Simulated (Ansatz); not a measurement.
fcc Ag was calculated with LDA in Ansatz (PAW).

Run with plane-wave cutoff 520 eV, 24×24×24 k mesh, Fermi–Dirac smearing 0.05 eV, no spin polarisation, scalar-relativistic PAW data made under PBE.

Pressure at four volumes; x = ln(V/15.990 Å³). One pressure is withheld.

```json
[
 {"V (Å³/atom)": "15.030", "x": "-0.0619", "P (GPa)": "10.51"},
 {"V (Å³/atom)": "15.990", "x": "0.0000", "P (GPa)": "0.17"},
 {"V (Å³/atom)": "16.629", "x": "0.0392", "P (GPa)": "-4.75"},
 {"V (Å³/atom)": "16.949", "x": "0.0582", "P (GPa)": "?"}
]
```

Q: Pass a parabola P(x) through the three rows shown, estimate the bulk modulus and its pressure derivative near zero pressure, and predict the withheld pressure.

A: Slopes between the rows: (0.17 − (10.51))/(0.0000 − (-0.0619)) = -167.04 and (-4.75 − (0.17))/(0.0392 − (0.0000)) = -125.51 GPa. Their difference over the span 0.1011 is c = 41.53/0.1011 = 410.8 GPa, so P(x) = 10.51 + (-167.04)(x − (-0.0619)) + 410.8 (x − (-0.0619))(x − (0.0000)). At the middle row B = −dP/dx = −[-167.04 + 410.8 × 0.0619] = 141.6 GPa, and B′ = dB/dP = 2c/B = 5.8. At x = 0.0582 the parabola gives -6.68 GPa; the run gives -6.75 GPa. The Birch–Murnaghan fit to the energies at all volumes has B0 = 139 GPa and B′ = 5.7.

Measured, for comparison: bulk modulus 110 GPa (corrected for temperature and zero-point phonon effects, sources range from 104 to 111; as tabulated in Levämäki et al. (2014), arXiv:1402.3671). Computed less measured: bulk modulus +26 % (+25 % to +34 % over the range).

Ansatz is an electronic-structure program.
